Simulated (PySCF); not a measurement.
Species: C4H5 (charge +1).
Cartesian coordinates in Å at the PBE0-D3(BJ)/def2-SVP level; atoms count from 1:
```xyz
9
C4H5 angstrom
C     -1.2763   -0.4002   -0.0299
C      0.1102    0.0335    0.0271
C      1.0482    1.0371    0.0849
C      1.4546   -0.2549    0.0150
H     -1.3930   -1.4270    0.3409
H     -1.5701   -0.3912   -1.0968
H     -1.9364    0.3023    0.4969
H      1.3009    2.0986    0.1483
H      2.2690   -0.9831   -0.0187
```

Computed with EOM-IP-CCSD/aug-cc-pVDZ in PySCF, restricted Hartree–Fock reference, frozen core, non-relativistic, gas phase, PBE0-D3(BJ)/def2-SVP geometry.

Hartree–Fock orbital energies give these Koopmans values (eV): HOMO 19.18, HOMO-1 19.29, HOMO-2 20.35.

Task: What vertical ionisation energies does EOM-IP-CCSD give?

Result: 
| leading hole (HF orbital) | Koopmans (eV) | EOM-IP-CCSD (eV) | change (eV) | one-hole share |
| --- | --- | --- | --- | --- |
| HOMO-1 | 19.29 | 18.51 | -0.78 | 0.96 |
| HOMO | 19.18 | 19.05 | -0.13 | 0.96 |
| HOMO-2 | 20.35 | 19.38 | -0.97 | 0.96 |

Task: Does the order of the lines follow the orbital energies?

Result: No: the HOMO-1 hole (18.51 eV) falls below the HOMO hole (19.05 eV). The corrections run from -0.97 to -0.13 eV, with a mean of -0.63 eV over the 3 lines; no line lies above its Koopmans value.

Task: At what kinetic energies would He I light (21.22 eV) eject these electrons?

Result: 2.71 eV (HOMO-1), 2.17 eV (HOMO), 1.84 eV (HOMO-2).

Task: What total energy has the lowest final state, and which wavelength reaches it?

Result: E(CCSD) + ionisation energy = -154.62164 + 0.68021 = -153.94143 Eh, at the geometry of the initial state. The threshold wavelength is 1239.84 eV nm/18.51 eV = 67.0 nm.

One root was sought for each valence orbital with −ε under 21 eV, eight at most, so deeper holes and satellites are missing; no vibrational structure.
